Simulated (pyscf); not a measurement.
PySCF, gas phase, ωB97X-D3(BJ)/def2-SVP geometries.

### Question
For the elementary gas-phase step H₃Ge–GeH₃ (SMILES [GeH3][GeH3]) + HF (SMILES F) -> F–GeH₃ (SMILES [F][GeH3]) + GeH₄ (SMILES [GeH4]) (singlet surface; Ge–Ge, F–H broken, F–Ge, Ge–H formed), what barrier and reaction energy does ωB97M-D3(BJ)/def2-TZVP give, measured from the separated reactants?

### Answer
ΔE‡ = 1.89 eV, ΔE = -0.33 eV. Zero-point energy shifts the barrier by -0.04 eV. It is a four-centre exchange, with an imaginary mode of 1042i cm⁻¹. This is the saddle that the search found; another between the same sides may lie lower. Elements up to Kr have no core potential and no relativistic terms here.
